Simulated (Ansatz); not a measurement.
in.yaml

```yaml
crystal:
  periodic: [false, false, false]
  atoms:
    - {symbol: Ge, position_ang: [0.002331, -0.364325, 1.099941]}
    - {symbol: C, position_ang: [0.001549, -0.241440, -0.732195]}
    - {symbol: P, position_ang: [0.049455, -0.263415, -2.341832]}
    - {symbol: H, position_ang: [-0.053336, 0.869180, 1.974086]}
basis:
  gaussian: {orbitals: cc-pVDZ}
magnetization: {spin_polarized: true, initial_magnetization: 2}
hamiltonian: {xc: {name: PBE}}
correlation: {method: rpa, electrons: outside_noble_gas}
```

```sh
$ ansatz run in.yaml --threads 1 --pin off --events-out ev --progress --plain --max-ram 2393MiB
```

Output:

```
698 factors; integrals over basis functions are off by at most 1.1e-3 eV
mean field evaluation 1: about -66830.3135 eV, gradient 4.6e1 eV
mean field evaluation 2: about -66830.3128 eV, gradient 4.6e1 eV
mean field evaluation 4: about -66839.6732 eV, gradient 1.7e1 eV
mean field evaluation 8: about -66841.7585 eV, gradient 6.4e-1 eV
mean field evaluation 16: about -66841.7624 eV, gradient 2.6e-4 eV
mean field evaluation 32: about -66825.2801 eV, gradient 1.8e1 eV
mean field -66841.76241721 eV, -2456.3894618587 hartree, gradient 4.9e-6 eV, S^2 2.020880; 0 other end points of the search recorded, 0 dependent functions left out
20 core orbitals not correlated: weight in the atoms' cores, before any rotation towards them, 0.997 or more for the frozen orbitals, at most 0.001 for the correlated occupied ones
reference -66786.84989241 eV, -2454.3714637934 hartree; 8, 6 occupied and 36, 38 virtual orbitals, 698 factors
Total energy: -66800.95233071 eV, -2454.8897188420 hartree
```

Ran on 1 thread of INTEL XEON PLATINUM 8581C, shared host: 2.5 s wall, 0.21 GiB peak host memory.
